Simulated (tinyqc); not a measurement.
Inside a calculation. Method: CCSD on RHF in the sto-6g basis, frozen core, for H2F+, spin multiplicity 1. One step of it, computed by the program tinyqc.

Task: Iteration 8 (converged): orbitals. Diagonalise F' = X^T F X, C = X C', fill 5 alpha and 5 beta electrons from the bottom; D = 2 C_occ C_occ^T. Each column has its largest component positive (the first on a tie).

converged F (hartree), order 1F 1s, 1F 2s, 1F 2px, 1F 2py, 1F 2pz, 2H 1s, 3H 1s:
$$\begin{pmatrix}
-26.937387 & -6.526165 & 0.000000 & -0.001949 & -0.021652 & -1.337018 & -1.128479 \\
-6.526165 & -3.504053 & 0.000000 & -0.017607 & -0.108017 & -1.307021 & -1.152501 \\
0.000000 & 0.000000 & -1.042894 & 0.000000 & 0.000000 & 0.000000 & 0.000000 \\
-0.001949 & -0.017607 & 0.000000 & -1.014022 & -0.010022 & -0.591304 & 0.546925 \\
-0.021652 & -0.108017 & 0.000000 & -0.010022 & -1.020494 & -0.379446 & -0.353859 \\
-1.337018 & -1.307021 & 0.000000 & -0.591304 & -0.379446 & -0.918823 & -0.363923 \\
-1.128479 & -1.152501 & 0.000000 & 0.546925 & -0.353859 & -0.363923 & -0.820679
\end{pmatrix}$$

X, order 1F 1s, 1F 2s, 1F 2px, 1F 2py, 1F 2pz, 2H 1s, 3H 1s:
$$\begin{pmatrix}
1.022687 & -0.134481 & 0.000000 & -0.001012 & -0.005254 & 0.018543 & 0.016536 \\
-0.134481 & 1.173212 & 0.000000 & 0.014304 & 0.056735 & -0.256106 & -0.212599 \\
0.000000 & 0.000000 & 1.000000 & 0.000000 & 0.000000 & 0.000000 & 0.000000 \\
-0.001012 & 0.014304 & 0.000000 & 1.084671 & 0.004664 & -0.201123 & 0.179698 \\
-0.005254 & 0.056735 & 0.000000 & 0.004664 & 1.021169 & -0.094425 & -0.081198 \\
0.018543 & -0.256106 & 0.000000 & -0.201123 & -0.094425 & 1.153310 & -0.071970 \\
0.016536 & -0.212599 & 0.000000 & 0.179698 & -0.081198 & -0.071970 & 1.119599
\end{pmatrix}$$

Give: F' = X^T F X; orbital energies; coefficients C; D after iteration 8.

Result:

F' = X^T F X (hartree):
$$\begin{pmatrix}
-26.520 & -3.209 & 0.000 & -0.002 & -0.032 & -0.219 & -0.165 \\
-3.209 & -2.182 & 0.000 & 0.011 & 0.035 & -0.549 & -0.472 \\
0.000 & 0.000 & -1.043 & 0.000 & 0.000 & 0.000 & 0.000 \\
-0.002 & 0.011 & 0.000 & -0.759 & 0.001 & -0.480 & 0.444 \\
-0.032 & 0.035 & 0.000 & 0.001 & -0.950 & -0.263 & -0.240 \\
-0.219 & -0.549 & 0.000 & -0.480 & -0.263 & -0.357 & -0.080 \\
-0.165 & -0.472 & 0.000 & 0.444 & -0.240 & -0.080 & -0.371
\end{pmatrix}$$

orbital energies (hartree): MO1 -26.941, MO2 -2.064, MO3 -1.217, MO4 -1.067, MO5 -1.043, MO6 -0.032, MO7 0.182

coefficients C, order 1F 1s, 1F 2s, 1F 2px, 1F 2py, 1F 2pz, 2H 1s, 3H 1s:
$$\begin{pmatrix}
0.997 & -0.237 & 0.009 & 0.056 & 0.000 & 0.102 & 0.024 \\
0.013 & 0.946 & -0.053 & -0.304 & 0.000 & -0.697 & -0.182 \\
0.000 & 0.000 & 0.000 & 0.000 & 1.000 & 0.000 & 0.000 \\
0.000 & 0.016 & 0.733 & -0.040 & 0.000 & 0.134 & -0.832 \\
0.002 & 0.100 & 0.041 & 0.903 & 0.000 & -0.474 & -0.099 \\
-0.003 & 0.088 & 0.342 & 0.166 & 0.000 & 0.619 & 0.956 \\
-0.002 & 0.074 & -0.325 & 0.202 & 0.000 & 0.883 & -0.641
\end{pmatrix}$$

D after iteration 8, order 1F 1s, 1F 2s, 1F 2px, 1F 2py, 1F 2pz, 2H 1s, 3H 1s:
$$\begin{pmatrix}
2.107 & -0.457 & 0.000 & 0.002 & 0.058 & -0.022 & -0.023 \\
-0.457 & 1.979 & 0.000 & -0.024 & -0.363 & 0.029 & 0.052 \\
0.000 & 0.000 & 2.000 & 0.000 & 0.000 & 0.000 & 0.000 \\
0.002 & -0.024 & 0.000 & 1.078 & -0.008 & 0.491 & -0.490 \\
0.058 & -0.363 & 0.000 & -0.008 & 1.655 & 0.346 & 0.353 \\
-0.022 & 0.029 & 0.000 & 0.491 & 0.346 & 0.305 & -0.142 \\
-0.023 & 0.052 & 0.000 & -0.490 & 0.353 & -0.142 & 0.304
\end{pmatrix}$$
